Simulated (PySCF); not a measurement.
# BH2Cl− (doublet): open-shell or spin-flip excitations

Wanted: open-shell or spin-flip excitations for BH2Cl− (doublet) (`[BH2-]Cl`).

Computed with PySCF 2.14.0 and routines of our own; the level stands in each step. Atoms count from 0.

## Step 1: The system as given

4 atoms, charge -1, multiplicity 2; geometry from: GFN2-xTB.

## Step 2: Open-shell or spin-flip excitations: unrestricted TDDFT CAM-B3LYP/def2-SVPD in tetrahydrofuran

The job: settings as JSON, then the geometry in Å.

```
{"job": {"kind": "uabs", "xc": "CAM-B3LYP", "basis": "def2-SVPD", "nstates": 10, "tda": false, "solvent": "tetrahydrofuran", "pol": false}, "charge": -1, "multiplicity": 2}
B     -0.226265     0.040685     0.314360
Cl     1.627673    -0.264069    -0.096259
H     -0.860760    -0.898833    -0.113383
H     -0.530414     1.126989    -0.127572
```

Level: unrestricted TDDFT CAM-B3LYP/def2-SVPD, vertical, IEF-PCM tetrahydrofuran (non-equilibrium linear response), core orbitals frozen in the response.

Started as:

```bash
$ OMP_NUM_THREADS=1 python excited_run.py task.json out
```

The driver reads the jobs from task.json and runs them one after another.

The log of the run:

```text
coarse grid: 3952 points
cycle   1  E = -486.1012857562  dE = -2.498e-01  |g| = 1.740e-01  |ddm| = 1.360e+00
cycle   2  E = -486.1203876854  dE = -1.910e-02  |g| = 1.183e-01  |ddm| = 5.569e-01
cycle   3  E = -486.1277932193  dE = -7.406e-03  |g| = 1.343e-02  |ddm| = 1.724e-01
cycle   4  E = -486.1280621998  dE = -2.690e-04  |g| = 5.165e-03  |ddm| = 3.556e-02
cycle   5  E = -486.1281011271  dE = -3.893e-05  |g| = 2.119e-03  |ddm| = 2.050e-02
cycle   6  E = -486.1281078539  dE = -6.727e-06  |g| = 8.006e-04  |ddm| = 6.137e-03
final grid: 33704 points
cycle   7  E = -486.1809635873  dE = -5.562e-06  |g| = 1.097e-03  |ddm| = 1.113e-02
cycle   8  E = -486.1809640131  dE = -4.258e-07  |g| = 8.209e-04  |ddm| = 2.606e-03
cycle   9  E = -486.1809643705  dE = -3.574e-07  |g| = 9.214e-05  |ddm| = 1.279e-03
cycle  10  E = -486.1809644003  dE = -2.978e-08  |g| = 3.727e-05  |ddm| = 1.028e-03
cycle  11  E = -486.1809644043  dE = -4.023e-09  |g| = 1.585e-05  |ddm| = 4.892e-04
cycle  12  E = -486.1809644051  dE = -7.880e-10  |g| = 3.375e-06  |ddm| = 2.628e-04
converged SCF energy = -486.1809644051

<S^2> of the reference = 0.7524 (exact 0.7500)

Excitations
state   eV       nm        f      <S^2>   main configurations
  1   3.4630    358.0   0.04890   0.764   Ha->La 0.93
  2   3.7336    332.1   0.03172   0.771   Ha->L+1a 0.79, Ha->L+4a 0.12
  3   4.9331    251.3   0.01309   0.772   Ha->L+2a 0.95
  4   5.1249    241.9   0.04593   0.781   Ha->L+3a 0.94
  5   5.1906    238.9   0.00460   0.790   Hb->Lb 0.74, Hb->L+1b 0.11
  6   5.3273    232.7   0.00319   0.784   Ha->L+4a 0.80, Ha->L+1a 0.09
  7   5.5510    223.4   0.06319   0.767   Ha->L+5a 0.92
  8   5.7576    215.3   0.03451   0.771   Ha->L+6a 0.89
  9   6.3869    194.1   0.04105   0.801   Ha->L+8a 0.86
 10   6.6174    187.4   0.01873   0.833   H-1b->Lb 0.73
```

It took 3.3 s on 1 thread of Arm Neoverse V2, shared host; peak memory 0.28 GiB.

From this job:

```tsv
quantity	value
⟨S²⟩	0.752
```

Löwdin spin populations:

```tsv
atom	value (e)
B0	0.70
Cl1	0.13
H2	0.09
H3	0.09
```

With diffuse functions Löwdin's scheme smears the spin, so small populations can have the wrong sign.

## Step 3: Open-shell or spin-flip excitations: unrestricted TDDFT CAM-B3LYP/def2-SVPD

The job: settings as JSON, then the geometry in Å.

```
{"job": {"kind": "uabs", "xc": "CAM-B3LYP", "basis": "def2-SVPD", "nstates": 10, "tda": false}, "charge": -1, "multiplicity": 2}
B     -0.226265     0.040685     0.314360
Cl     1.627673    -0.264069    -0.096259
H     -0.860760    -0.898833    -0.113383
H     -0.530414     1.126989    -0.127572
```

Method: unrestricted TDDFT CAM-B3LYP/def2-SVPD, vertical, gas phase, core orbitals frozen in the response.

The log of the run:

```text
coarse grid: 3952 points
cycle   1  E = -486.0173739426  dE = -1.660e-01  |g| = 1.784e-01  |ddm| = 1.352e+00
cycle   2  E = -486.0383188429  dE = -2.094e-02  |g| = 1.302e-01  |ddm| = 1.037e+00
cycle   3  E = -486.0475746017  dE = -9.256e-03  |g| = 1.343e-02  |ddm| = 1.899e-01
cycle   4  E = -486.0478657393  dE = -2.911e-04  |g| = 5.068e-03  |ddm| = 1.205e-01
cycle   5  E = -486.0479078723  dE = -4.213e-05  |g| = 2.174e-03  |ddm| = 6.766e-02
cycle   6  E = -486.0479155511  dE = -7.679e-06  |g| = 9.409e-04  |ddm| = 2.235e-02
final grid: 33704 points
cycle   7  E = -486.1007682543  dE = -5.824e-06  |g| = 1.242e-03  |ddm| = 1.187e-02
cycle   8  E = -486.1007687607  dE = -5.064e-07  |g| = 9.862e-04  |ddm| = 4.794e-03
cycle   9  E = -486.1007693048  dE = -5.441e-07  |g| = 1.081e-04  |ddm| = 3.014e-03
cycle  10  E = -486.1007693509  dE = -4.612e-08  |g| = 5.025e-05  |ddm| = 3.491e-03
cycle  11  E = -486.1007693590  dE = -8.085e-09  |g| = 1.984e-05  |ddm| = 1.792e-03
cycle  12  E = -486.1007693605  dE = -1.534e-09  |g| = 4.322e-06  |ddm| = 1.007e-03
cycle  13  E = -486.1007693606  dE = -7.640e-11  |g| = 1.276e-06  |ddm| = 2.266e-04
converged SCF energy = -486.1007693606

Static polarisability (au): isotropic 52.090, principal 45.208 46.941 64.122

<S^2> of the reference = 0.7524 (exact 0.7500)

Excitations
state   eV       nm        f      <S^2>   main configurations
  1   2.6679    464.7   0.03688   0.762   Ha->La 0.93
  2   3.3452    370.6   0.02580   0.778   Ha->L+1a 0.75, Ha->L+4a 0.17
  3   4.1316    300.1   0.01269   0.772   Ha->L+2a 0.97
  4   4.3404    285.7   0.03509   0.779   Ha->L+3a 0.94
  5   4.5037    275.3   0.00773   0.778   Ha->L+4a 0.77, Ha->L+1a 0.15
  6   5.1042    242.9   0.01425   0.808   Hb->Lb 0.40, Ha->L+5a 0.28, Hb->L+1b 0.15
  7   5.2734    235.1   0.03781   0.783   Ha->L+5a 0.69, Hb->Lb 0.19
  8   5.4066    229.3   0.02905   0.767   Ha->L+6a 0.96
  9   6.1136    202.8   0.02200   0.815   Ha->L+9a 0.53, Ha->L+8a 0.35
 10   6.1487    201.6   0.00000   2.701   H-1a->La 0.43, Hb->L+1b 0.27, Hb->Lb 0.16
```

It took 3.7 s on 1 thread of Arm Neoverse V2, shared host; peak memory 0.28 GiB.

Key values:

```tsv
quantity	value
⟨S²⟩	0.752
```

## Step 4: Open-shell or spin-flip excitations: M06/cc-pVTZ

The job: settings as JSON, then the geometry in Å.

```
{"job": {"kind": "uabs", "xc": "M06", "basis": "cc-pVTZ", "nstates": 25, "tda": true, "spin_flip": true, "scf": {"diis": false, "max_cycle": 94}}, "charge": -1, "multiplicity": 2}
B     -0.226265     0.040685     0.314360
Cl     1.627673    -0.264069    -0.096259
H     -0.860760    -0.898833    -0.113383
H     -0.530414     1.126989    -0.127572
```

Level: M06/cc-pVTZ.

The log of the run:

```text
NotImplementedError: spin flip needs a reference with two or more unpaired electrons
```

It took 32 s on 1 thread of Arm Neoverse V2, shared host; peak memory 0.36 GiB.

Why it failed: The input was refused with the message shown. The remedy is to check the setting that the message names.

## Step 5: Open-shell or spin-flip excitations: unrestricted TDDFT CAM-B3LYP/aug-cc-pVTZ

The job: settings as JSON, then the geometry in Å.

```
{"job": {"kind": "uabs", "xc": "CAM-B3LYP", "basis": "aug-cc-pVTZ", "nstates": 2, "tda": false}, "charge": -1, "multiplicity": 2}
B     -0.226265     0.040685     0.314360
Cl     1.627673    -0.264069    -0.096259
H     -0.860760    -0.898833    -0.113383
H     -0.530414     1.126989    -0.127572
```

Method: unrestricted TDDFT CAM-B3LYP/aug-cc-pVTZ, vertical, gas phase, core orbitals frozen in the response.

The log of the run:

```text
coarse grid: 3952 points
cycle   1  E = -486.2472048307  dE = -1.508e-01  |g| = 1.922e-01  |ddm| = 2.488e+00
cycle   2  E = -486.2690492542  dE = -2.184e-02  |g| = 1.568e-01  |ddm| = 8.984e-01
cycle   3  E = -486.2812171542  dE = -1.217e-02  |g| = 1.491e-02  |ddm| = 2.478e-01
cycle   4  E = -486.2815326006  dE = -3.154e-04  |g| = 5.127e-03  |ddm| = 9.615e-02
cycle   5  E = -486.2815891446  dE = -5.654e-05  |g| = 2.168e-03  |ddm| = 5.235e-02
cycle   6  E = -486.2816001080  dE = -1.096e-05  |g| = 9.522e-04  |ddm| = 3.270e-02
cycle   7  E = -486.2816026760  dE = -2.568e-06  |g| = 5.167e-04  |ddm| = 1.932e-02
final grid: 33704 points
cycle   8  E = -486.2896310695  dE = -9.271e-06  |g| = 1.214e-03  |ddm| = 4.584e-02
cycle   9  E = -486.2896317584  dE = -6.889e-07  |g| = 8.289e-04  |ddm| = 1.458e-02
cycle  10  E = -486.2896321278  dE = -3.694e-07  |g| = 1.321e-04  |ddm| = 4.120e-03
cycle  11  E = -486.2896322354  dE = -1.076e-07  |g| = 6.599e-05  |ddm| = 6.029e-03
cycle  12  E = -486.2896322685  dE = -3.310e-08  |g| = 2.049e-05  |ddm| = 4.188e-03
cycle  13  E = -486.2896322703  dE = -1.758e-09  |g| = 8.846e-06  |ddm| = 8.275e-04
cycle  14  E = -486.2896322704  dE = -1.429e-10  |g| = 2.355e-06  |ddm| = 1.434e-04
converged SCF energy = -486.2896322704

Static polarisability (au): isotropic 69.413, principal 55.500 61.782 90.955

<S^2> of the reference = 0.7526 (exact 0.7500)

Excitations
state   eV       nm        f      <S^2>   main configurations
  1   1.6452    753.6   0.04237   0.761   Ha->La 0.96
  2   1.9719    628.8   0.01271   0.764   Ha->L+1a 0.97
```

Wall time 7.9 s (1 thread of Arm Neoverse V2, shared host); peak memory 0.45 GiB.

Key values:

```tsv
quantity	value
⟨S²⟩	0.753
```

## Step 6: Open-shell or spin-flip excitations: unrestricted TDA X3LYP/def2-SVPD

The job: settings as JSON, then the geometry in Å.

```
{"job": {"kind": "uabs", "xc": "X3LYP", "basis": "def2-SVPD", "nstates": 2, "tda": true, "scf": {"guess": "sap", "conv": 1e-07, "fallback": true}}, "charge": -1, "multiplicity": 2}
B     -0.226265     0.040685     0.314360
Cl     1.627673    -0.264069    -0.096259
H     -0.860760    -0.898833    -0.113383
H     -0.530414     1.126989    -0.127572
```

Method: unrestricted TDA X3LYP/def2-SVPD, vertical, gas phase, core orbitals frozen in the response.

The log of the run:

```text
final grid: 33704 points
cycle   1  E = -484.7956793189  dE =  4.450e-01  |g| = 1.218e+00  |ddm| = 2.743e+00
cycle   2  E = -478.8901761287  dE =  5.906e+00  |g| = 2.839e+00  |ddm| = 1.034e+01
cycle   3  E = -485.8950043107  dE = -7.005e+00  |g| = 4.909e-01  |ddm| = 9.635e+00
cycle   4  E = -486.0279236603  dE = -1.329e-01  |g| = 2.218e-01  |ddm| = 1.257e+00
cycle   5  E = -486.0570126608  dE = -2.909e-02  |g| = 5.702e-02  |ddm| = 4.694e-01
cycle   6  E = -486.0598493447  dE = -2.837e-03  |g| = 1.346e-02  |ddm| = 4.171e-01
cycle   7  E = -486.0599909479  dE = -1.416e-04  |g| = 3.007e-03  |ddm| = 1.168e-01
cycle   8  E = -486.0600003313  dE = -9.383e-06  |g| = 6.279e-04  |ddm| = 1.308e-02
cycle   9  E = -486.0600011954  dE = -8.642e-07  |g| = 2.721e-04  |ddm| = 1.324e-02
cycle  10  E = -486.0600012690  dE = -7.353e-08  |g| = 7.760e-05  |ddm| = 2.300e-03
converged SCF energy = -486.0600012690

Static polarisability (au): isotropic 54.763, principal 46.747 48.621 68.922

<S^2> of the reference = 0.7524 (exact 0.7500)

Excitations
state   eV       nm        f      <S^2>   main configurations
  1   2.3728    522.5   0.02598   0.761   Ha->La 0.98
  2   2.9087    426.3   0.03342   0.767   Ha->L+1a 0.95
```

Run time: 2.3 s. Hardware: 1 thread of Arm Neoverse V2, shared host; peak memory 0.45 GiB.

Warnings kept with the result: the highest occupied orbital has positive energy: the anion is not bound at this level.

Key values:

```tsv
quantity	value
⟨S²⟩	0.752
```

## Step 7: Outcome

| quantity | value |
| --- | --- |
| lowest and brightest state of nearly pure spin, of 10 (step 2, unrestricted TDDFT CAM-B3LYP/def2-SVPD in tetrahydrofuran) | 3.46 eV; 5.55 eV, f = 0.063 |
| lowest and brightest state of nearly pure spin, of 10 (step 3, unrestricted TDDFT CAM-B3LYP/def2-SVPD) | 2.67 eV; 5.27 eV, f = 0.038 |
| lowest and brightest state of nearly pure spin, of 2 (step 5, unrestricted TDDFT CAM-B3LYP/aug-cc-pVTZ) | 1.65 eV; 1.65 eV, f = 0.042 |
| lowest and brightest state of nearly pure spin, of 2 (step 6, unrestricted TDA X3LYP/def2-SVPD) | 2.37 eV; 2.91 eV, f = 0.033 |
| runs | 1 failed, 0 ended on unsound input |

In words: For an anion in the gas phase, states above the energy of detachment are held by the basis alone, so excitations and responses hang on it. States whose ⟨S²⟩ lies well above the reference's are mixtures of spin states, an artefact of the unrestricted response, and are left out of the summary. The lowest state of nearly pure spin runs from 1.65 to 3.46 eV over the runs.
